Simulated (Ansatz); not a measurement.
## BH, triplet: stretch scan

Starting geometry (PBE0/def2-TZVP stationary point for this spin):

```xyz
2

B     0.0000    0.0000    0.0000
H     0.0000    0.0000    1.1940
```

From there H2 moves along the line of the two atoms named below, all else staying in place; atoms are numbered as listed. Energies are in kcal/mol, counted from the starting geometry at the same level. Kohn–Sham curves are unrestricted where that lies lower.

Basis cc-pVQZ; Ansatz 0.2.0. Only valence electrons are correlated (noble-gas cores frozen).

Full CI is exact within this basis and frozen core; it isn't the basis-set limit.

| distance B1-H2 (Å) | full CI | SPW92 | PBE | r2SCAN | PBE0 | B3LYP | wB97X-V | wB97M-V | B2PLYP | RPA-PBE |
| --- | --- | --- | --- | --- | --- | --- | --- | --- | --- | --- |
| 0.938 | 28.1 | 29.9 | 29.0 | 28.0 | 28.2 | 27.3 | 28.7 | 27.2 | 27.2 | 28.2 |
| 1.061 | 5.9 | 6.9 | 6.4 | 5.9 | 6.0 | 5.6 | 6.2 | 5.5 | 5.5 | 6.0 |
| 1.194 | 0.0 | 0.0 | 0.0 | 0.0 | 0.0 | 0.0 | 0.0 | 0.0 | 0.0 | 0.0 |
| 1.327 | 3.8 | 3.0 | 3.3 | 3.9 | 3.9 | 4.0 | 3.8 | 4.1 | 4.2 | 3.7 |
| 1.474 | 13.1 | 11.6 | 12.2 | 13.5 | 13.5 | 13.4 | 13.3 | 13.7 | 14.0 | 12.9 |
| 1.633 | 24.7 | 23.1 | 23.8 | 25.6 | 25.9 | 25.1 | 25.5 | 25.8 | 26.2 | 24.5 |
| 1.938 | 42.4 | 43.0 | 42.8 | 44.9 | 45.3 | 43.4 | 44.2 | 44.0 | 44.7 | 42.6 |
| 2.219 | 50.0 | 54.4 | 52.4 | 54.9 | 54.1 | 52.0 | 51.6 | 51.1 | 52.4 | 49.7 |
| 2.674 | 53.0 | 62.3 | 57.6 | 61.8 | 58.5 | 56.5 | 54.4 | 54.0 | 55.8 | 51.1 |
| 3.215 | 53.5 | 65.3 | 59.0 | 64.0 | 59.5 | 57.6 | 54.8 | 54.3 | 56.5 | 50.5 |
| 4.044 | 53.7 | 66.6 | 59.4 | 64.7 | 59.8 | 58.0 | 54.8 | 54.2 | 56.7 | 50.2 |

Problem. Judged by the spread of the error over the points with a reference (largest less smallest), which of these follows full CI best and which worst?

Solution. Subtracting the full CI column from each: best wB97X-V (errors from -0.1 to 1.8, spread 1.8 kcal/mol), worst SPW92 (from -1.6 to 12.9, spread 14.5 kcal/mol). Functionals and wave-function methods converge differently with the basis, so part of this is basis effect.

B3LYP at 4.044 Å lies 4.2 kcal/mol (8 %) above the reference in this basis. SPW92 at 4.044 Å lies 12.9 kcal/mol (24 %) above the reference in this basis. PBE0 at 4.044 Å lies 6.1 kcal/mol (11 %) above the reference in this basis. r2SCAN at 4.044 Å lies 10.9 kcal/mol (20 %) above the reference in this basis.
